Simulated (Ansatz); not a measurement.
# C₄H₈S₂: up Jacob's ladder to CCSD(T)

One table from this session's results is given with a row withheld; the runs are named, their logs left out.

Computed with Ansatz 0.2.0, Gaussian basis. Level: functionals in def2-TZVPP, the program's frozen cores in correlated methods.

The runs, in order: PBE-D4, r2SCAN-D4, PBE0-D4, B3LYP-D4, ωB97X-V, ωB97M-V, B2PLYP; CCSD(T)/def2-TZVPP; MP2/def2-QZVPP; extrapolation to the limit.

## Structure used throughout

The geometry comes from an earlier relaxation with PBE0-D4 in a triple-zeta def2 set; it is a stationary point, not always the lowest conformer.

14 atoms, charge 0, spin multiplicity 1.

Atoms are counted from 1 here; the program's logs count them from 0.

Bond lengths: C1–C2 1.526 Å, C1–C6 1.526 Å, C1–H7 1.095 Å, C1–H8 1.095 Å, C2–S3 1.804 Å, C2–H9 1.091 Å, C2–H10 1.091 Å, S3–C4 1.813 Å, C4–S5 1.813 Å, C4–H11 1.091 Å, C4–H12 1.091 Å, S5–C6 1.804 Å, C6–H13 1.091 Å, C6–H14 1.091 Å. Angles: C2–C1–C6 113.1°, C2–C1–H7 108.4°, C2–C1–H8 109.7°, C6–C1–H7 109.7°, C6–C1–H8 108.4°, H7–C1–H8 107.3°, C1–C2–S3 112.3°, C1–C2–H9 111.2°, C1–C2–H10 111.3°, S3–C2–H9 108.3°, S3–C2–H10 106.0°, H9–C2–H10 107.5°, C2–S3–C4 99.3°, S3–C4–S5 115.0°, S3–C4–H11 110.6°, S3–C4–H12 106.0°, S5–C4–H11 106.0°, S5–C4–H12 110.6° and more.

As a file:

```mol
C4H8S2
  3D, bonds by distance, orders not assigned

 14 14  0  0  0  0  0  0  0  0999 V2000
   -0.1420    0.3787    1.2955 C   0  0
   -1.3203    0.0911    0.3701 C   0  0
   -1.0316    0.6807   -1.3105 S   0  0
    0.2018   -0.5375   -1.8400 C   0  0
    1.2301   -1.2131   -0.5092 S   0  0
    1.2121    0.1968    0.6165 C   0  0
   -0.2133   -0.2865    2.1621 H   0  0
   -0.2063    1.4064    1.6674 H   0  0
   -1.5361   -0.9775    0.3266 H   0  0
   -2.2255    0.5940    0.7142 H   0  0
   -0.2832   -1.3951   -2.3099 H   0  0
    0.8205   -0.0344   -2.5852 H   0  0
    1.9993    0.0082    1.3481 H   0  0
    1.4944    1.0882    0.0544 H   0  0
  1  2  8  0
  2  3  8  0
  3  4  8  0
  4  5  8  0
  5  6  8  0
  1  7  8  0
  1  8  8  0
  2  9  8  0
  2 10  8  0
  4 11  8  0
  4 12  8  0
  6 13  8  0
  6 14  8  0
  1  6  8  0
M  END
```

Set-up of the first run:

File in.yaml:

```yaml
crystal:
  periodic: [false, false, false]
  atoms:
    - {symbol: C, position_ang: [-0.141995, 0.378732, 1.295481]}
    - {symbol: C, position_ang: [-1.320343, 0.091088, 0.370081]}
    - {symbol: S, position_ang: [-1.031588, 0.680701, -1.310488]}
    - {symbol: C, position_ang: [0.201759, -0.537542, -1.840042]}
    - {symbol: S, position_ang: [1.230131, -1.213132, -0.509156]}
    - {symbol: C, position_ang: [1.212094, 0.196800, 0.616496]}
    - {symbol: H, position_ang: [-0.213306, -0.286476, 2.162107]}
    - {symbol: H, position_ang: [-0.206346, 1.406415, 1.667418]}
    - {symbol: H, position_ang: [-1.536062, -0.977490, 0.326600]}
    - {symbol: H, position_ang: [-2.225481, 0.593995, 0.714175]}
    - {symbol: H, position_ang: [-0.283152, -1.395096, -2.309935]}
    - {symbol: H, position_ang: [0.820503, -0.034379, -2.585248]}
    - {symbol: H, position_ang: [1.999345, 0.008160, 1.348100]}
    - {symbol: H, position_ang: [1.494431, 1.088236, 0.054430]}
basis:
  gaussian: {orbitals: def2-TZVPP}
hamiltonian: {xc: pbe, dispersion: d4}
output: {forces: true, orbitals: {seedname: orbitals}}
```

Started as:

```console
> ansatz run in.yaml --threads 2 --pin off --events-out ev --progress --plain --max-ram 32768MiB --backend cuda --devices 0, --max-vram 18GiB
```

Steps of the session up to this table: PBE-D4 (GGA); r2SCAN-D4 (meta-GGA); PBE0-D4 (hybrid); B3LYP-D4 (hybrid); ωB97X-V (range-separated); ωB97M-V (range-separated); B2PLYP (double hybrid); CCSD(T) in def2-TZVPP; MP2 in def2-QZVPP.

One table of the session follows, with a row left open; its other results are not shown here.

It belongs to the step «Atomisation energies». 

| method | atomisation energy (kJ/mol) |
| --- | --- |
| PBE-D4 | 5521.3 |
| r2SCAN-D4 | 5403.8 |
| PBE0-D4 | 5442.6 |
| B3LYP-D4 | ? |
| ωB97X-V | 5404.6 |
| ωB97M-V | 5409.8 |
| B2PLYP | 5304.0 |
| HF/def2-TZVPP | 3906.8 |
| MP2/def2-TZVPP | 5327.7 |
| CCSD/def2-TZVPP | 5149.2 |
| CCSD(T)/def2-TZVPP | 5238.7 |
| MP2/CBS | 5467.7 |
| CCSD(T)/CBS | 5378.8 |

**Question.** Estimate the row for B3LYP-D4.

The run gave: atomisation energy (kJ/mol): 5366.9. In the column «atomisation energy (kJ/mol)» it lies between MP2/def2-TZVPP (5327.7) and CCSD(T)/CBS (5378.8).
